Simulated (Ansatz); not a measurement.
# C₂H₆ (SMILES CC): a relaxed scan of the bond length C1–H4

The task here is to estimate one member of a computed series from the others.

The runs use Ansatz 0.2.0, Gaussian basis; single points in def2-TZVPP.

Levels: PBE-D4, r2SCAN-D4, PBE0-D4, B3LYP-D4, wB97M-V, Hartree-Fock, MP2, CCSD, CCSD(T). The scan takes 0.940, 0.972, 1.019, 1.074, 1.135, 1.201, 1.270, 1.344, 1.420 Å.

Correlated methods freeze the cores. B3LYP uses VWN-RPA correlation.

33 further runs of the same task are left out: 33 set aside as unsound or not needed.

**Where the work starts**

The minimum, relaxed at PBE0-D4: 8 atoms, charge 0, spin multiplicity 1.

Atoms are counted from 1 here; the program's logs count them from 0.

Bond lengths: C1–C2 1.519 Å, C1–H3 1.093 Å, C1–H4 1.093 Å, C1–H5 1.093 Å, C2–H6 1.093 Å, C2–H7 1.093 Å, C2–H8 1.093 Å. Angles: C2–C1–H3 111.4°, C2–C1–H4 111.4°, C2–C1–H5 111.4°, H3–C1–H4 107.5°, H3–C1–H5 107.5°, H4–C1–H5 107.5°, C1–C2–H6 111.4°, C1–C2–H7 111.4°, C1–C2–H8 111.4°, H6–C2–H7 107.5°, H6–C2–H8 107.5°, H7–C2–H8 107.5°.

As a file:

```xyz
8
charge 0, multiplicity 1
C    -0.3268    0.1322   -0.6725
C     0.3268   -0.1322    0.6725
H     0.0705   -0.5296   -1.4459
H    -1.4071   -0.0257   -0.6290
H    -0.1586    1.1602   -1.0024
H    -0.0704    0.5296    1.4459
H     1.4071    0.0256    0.6289
H     0.1585   -1.1601    1.0025
```

Energies of the minimum (eV), from earlier single points: PBE-D4 -2169.71094, r2SCAN-D4 -2171.49164, PBE0-D4 -2170.22409, B3LYP-D4 -2173.38729, wB97M-V -2171.32198, CCSD(T) -2168.07918.

At the minimum the bond length C1–H4 is 1.093 Å.

Set-up of the first run:

relax/in.yaml reads:

```yaml
crystal:
  periodic: [false, false, false]
  atoms:
    - {symbol: C, position_ang: [-0.326768, 0.132190, -0.672504]}
    - {symbol: C, position_ang: [0.326766, -0.132188, 0.672507]}
    - {symbol: H, position_ang: [0.070462, -0.529575, -1.445884]}
    - {symbol: H, position_ang: [-1.256148, -0.003641, -0.635040]}
    - {symbol: H, position_ang: [-0.158626, 1.160154, -1.002443]}
    - {symbol: H, position_ang: [-0.070402, 0.529638, 1.445868]}
    - {symbol: H, position_ang: [1.407064, 0.025616, 0.628938]}
    - {symbol: H, position_ang: [0.158549, -1.160127, 1.002486]}
basis:
  gaussian: {orbitals: def2-TZVP}
hamiltonian: {xc: pbe0, dispersion: d4}
relax: {f_tol: 0.005, max_steps: 200, constraints: [{distance: [0, 3]}]}
```

The command line of these runs was not kept.

Among the steps run: C1–H4 = 0.940 Å; C1–H4 = 0.972 Å; C1–H4 = 1.019 Å; C1–H4 = 1.074 Å; C1–H4 = 1.135 Å; C1–H4 = 1.201 Å; C1–H4 = 1.270 Å; C1–H4 = 1.344 Å; C1–H4 = 1.420 Å.

One of the session's tables, all rows but one given; the rest of the session is left out.

Energies less that of the minimum at the same level (kcal/mol):

| bond length (Å) | PBE-D4 | PBE0-D4 | B3LYP-D4 | wB97M-V | Hartree-Fock |
| --- | --- | --- | --- | --- | --- |
| 0.940 | 12.6 | 11.9 | 11.6 | 11.5 | 11.1 |
| 0.972 | ? | ? | ? | ? | ? |
| 1.019 | 2.7 | 2.3 | 2.2 | 2.2 | 1.9 |
| 1.074 | 0.2 | 0.1 | 0.1 | 0.1 | 0.0 |
| 1.093 (minimum) | 0.0 | 0.0 | 0.0 | 0.0 | 0.0 |
| 1.135 | 0.4 | 0.6 | 0.7 | 0.7 | 0.9 |
| 1.201 | 3.0 | 3.6 | 3.6 | 3.8 | 4.4 |
| 1.270 | 7.5 | 8.6 | 8.5 | 8.8 | 9.9 |
| 1.344 | 13.6 | 15.2 | 14.8 | 15.4 | 17.1 |
| 1.420 | 20.5 | 22.6 | 22.0 | 23.0 | 25.3 |

**Question.** Estimate the row for bond length (Å) = 0.972.

Worked estimate for «PBE-D4». A straight line through the neighbours (0.940, 12.6) and (1.019, 2.7) gives 12.6 + (2.7 − 12.6) × (0.972 − 0.940) / (1.019 − 0.940) = 8.6; a parabola fitted to 3 rows on both sides gives 7.7.

As computed: PBE-D4: 7.5; PBE0-D4: 6.9; B3LYP-D4: 6.7; wB97M-V: 6.7; Hartree-Fock: 6.3. In «PBE-D4» the line misses by +1.1 and the parabola by +0.2.

Caveats from the session: A polynomial through the near points puts the CCSD(T) minimum 0.002 Å below the PBE0-D4 value.
